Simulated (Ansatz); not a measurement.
```yaml
crystal:
  periodic: [false, false, false]
  atoms:
    - {symbol: B, position_ang: [-3.278650, -0.347955, -0.001357]}
    - {symbol: Si, position_ang: [-1.456483, -0.546978, -0.002521]}
    - {symbol: Ga, position_ang: [1.098528, 0.248563, 0.001100]}
    - {symbol: H, position_ang: [-0.239265, 1.779231, 0.008720]}
basis:
  gaussian: {orbitals: def2-TZVP}
magnetization: {spin_polarized: true, initial_magnetization: 3}
hamiltonian: {xc: pbe0}
relax: {f_tol: 0.004, max_steps: 80}
```

```sh
$ ansatz run in.yaml --threads 1 --pin off --events-out ev --progress --plain --max-ram 2176MiB
```

Steps of the relaxation (energy above the last step; positions in Å, forces in eV/Å):

```
4
step 1, 722.7 meV
B    -3.279   -0.348   -0.001   -1.059    0.038    0.000
Si   -1.456   -0.547   -0.003    1.133    0.503    0.002
Ga    1.099    0.249    0.001   -0.469    0.795    0.004
H    -0.239    1.779    0.009    0.395   -1.336   -0.007
```

```
4
step 2, 383.8 meV
B    -3.297   -0.356   -0.001   -0.488    0.024    0.000
Si   -1.437   -0.435   -0.002    0.670    0.393    0.002
Ga    1.088    0.339    0.002   -0.092    0.195    0.001
H    -0.229    1.585    0.008   -0.090   -0.613   -0.003
```

```
4
step 3, 225.8 meV
B    -3.269   -0.333   -0.001   -0.064    0.157    0.001
Si   -1.380   -0.311   -0.001    0.391    0.132    0.001
Ga    1.100    0.363    0.002    0.269   -0.171   -0.001
H    -0.327    1.414    0.007   -0.595   -0.118   -0.001
```

```
4
step 8, 0.0 meV
B    -3.156   -0.175   -0.001    0.001    0.000    0.000
Si   -1.251   -0.285   -0.001   -0.003   -0.001    0.000
Ga    1.182    0.343    0.002    0.001    0.002    0.000
H    -0.651    1.250    0.006    0.002   -0.001    0.000
```

Close pairs at the end: Si2–H4 1.648 Å, B1–Si2 1.908 Å, Ga3–H4 2.045 Å, Si2–Ga3 2.513 Å.

A stationary point of unrestricted PBE0 after 8 steps, with ⟨S²⟩ = 3.759 against 3.75 for a pure state; no frequencies were run, so it isn't proven a minimum. 43 s on 1 thread of AMD EPYC 9R14, shared host.
